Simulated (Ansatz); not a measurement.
A made-up structure of CH2FMg, doublet:

```csv
atom,x (Å),y (Å),z (Å)
C1,-0.5785,0.5736,-0.4160
Mg2,0.7089,-0.7016,0.5098
F3,1.8197,-1.8037,1.3085
H4,1.3345,0.7848,1.1077
H5,-0.7413,1.6149,-0.1332
```

It is relaxed with PBE-D4/def2-SVP and then PBE0-D4/def2-TZVP (Ansatz 0.2.0). Atoms count as bonded within 1.22 times the sum of their covalent radii (H–H: 0.88 Å). The end point is not checked to be a true minimum.

Question: Does its bonding change? (A judgement: the text doesn't fix the answer.)

Answer: Computed: Yes. Formed: C1–H4; broken: Mg2–H4.

Where it ends: The first stage lowers the energy by 3.92 eV in 11 steps. It ends as CH₂FMg ([CH2][Mg][F]):
| atom | x (Å) | y (Å) | z (Å) |
| --- | --- | --- | --- |
| C1 | 0.1521 | 0.9114 | 0.2735 |
| Mg2 | 0.9452 | -0.9079 | 0.7226 |
| F3 | 1.6300 | -2.4786 | 1.1102 |
| H4 | 0.5976 | 1.8716 | 0.5388 |
| H5 | -0.7815 | 1.0713 | -0.2683 |

Labels in which every atom is bracketed show which atoms are joined, not bond orders.

For scale, one of the runs: PBE0-D4/def2-TZVP relaxation, 106 basis functions, launched by `ansatz run in.yaml --threads 2 --pin off --events-out ev --progress --plain --max-ram 4352MiB`. Hardware: 2 CPU threads of an Intel Xeon 6975P-C, shared host. Wall time about 5.5 s.
